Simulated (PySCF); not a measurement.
Compound: PO3 (charge -1).
Bonds: O1–P2 (double), P2–O3 (double), P2–O4.

The same species was optimised twice, with GFN2-xTB and with PBE0-D3(BJ)/def2-SVP (PySCF), and the same property calculations (PySCF, gas phase) were run on both structures.

```csv
coordinate,GFN2-xTB,PBE0-D3(BJ)/def2-SVP,change
P2=O3 (Å),1.482,1.502,+0.020
P2–O4 (Å),1.482,1.501,+0.019
O1=P2 (Å),1.482,1.501,+0.019
O1–P2–O4 (°),120.0,119.9,-0.1
O3–P2–O4 (°),120.0,120.0,0.0
O1–P2–O3 (°),120.0,120.0,0.0
```

Rotational constants: A = 9595, B = 9592, C = 4797 MHz (GFN2-xTB) against A = 9352, B = 9336, C = 4672 MHz (PBE0-D3(BJ)/def2-SVP). Point groups within 0.08 Å: D3h and D3h.

On the GFN2-xTB structure: HOMO (eV) -1.82 [PBE0/pcSseg-1]; LUMO (eV) 5.68 [PBE0/pcSseg-1]; GIAO shielding of O1/O3/O4 (mean) (ppm) 147.3 [PBE0/pcSseg-1]; GIAO shielding of P2 (ppm) 229.6 [PBE0/pcSseg-1]; O1s of O1 (eV) 531.76 [delta-SCF UKS SCAN, pcX-2 on the ionised atom, pcseg-1 elsewhere, spin-free X2C]; P1s of P2 (eV) 2147.53 [delta-SCF UKS SCAN, pcX-2 on the ionised atom, pcseg-1 elsewhere, spin-free X2C]; P2p of P2 (eV) 133.64 [delta-SCF UKS SCAN, pcX-2 on the ionised atom, pcseg-1 elsewhere, spin-free X2C].

**Question.** What do these properties become on the PBE0-D3(BJ)/def2-SVP structure?

**Answer.** 
| property | level | on GFN2-xTB | on PBE0-D3(BJ)/def2-SVP | change |
| --- | --- | --- | --- | --- |
| HOMO (eV) | PBE0/pcSseg-1 | -1.82 | -1.88 | -0.06 |
| LUMO (eV) | PBE0/pcSseg-1 | 5.68 | 5.49 | -0.19 |
| energy, GFN2-xTB geometry as zero (kcal/mol) | PBE0/pcSseg-1 | 0.0 | -0.7 | -0.7 |
| GIAO shielding of O1/O3/O4 (mean) (ppm) | PBE0/pcSseg-1 | 147.3 | 126.2 | -21.1 |
| GIAO shielding of P2 (ppm) | PBE0/pcSseg-1 | 229.6 | 216.3 | -13.3 |
| O1s of O1 (eV) | delta-SCF UKS SCAN, pcX-2 on the ionised atom, pcseg-1 elsewhere, spin-free X2C | 531.76 | 531.80 | +0.04 |
| P1s of P2 (eV) | delta-SCF UKS SCAN, pcX-2 on the ionised atom, pcseg-1 elsewhere, spin-free X2C | 2147.53 | 2147.73 | +0.20 |
| P2p of P2 (eV) | delta-SCF UKS SCAN, pcX-2 on the ionised atom, pcseg-1 elsewhere, spin-free X2C | 133.64 | 133.83 | +0.19 |

The heavy atoms differ by 0.017 Å rms after alignment. Among all bonds O1=P2, P2=O3 and P2–O4 change most and about equally (+0.019 to +0.020 Å). Changes are differences of the printed values. Neither structure is proved a minimum here. Isolated species at its PBE0-D3(BJ)/def2-SVP geometry, gas phase. The geometry's basis has no diffuse functions, a weakness for an anion.
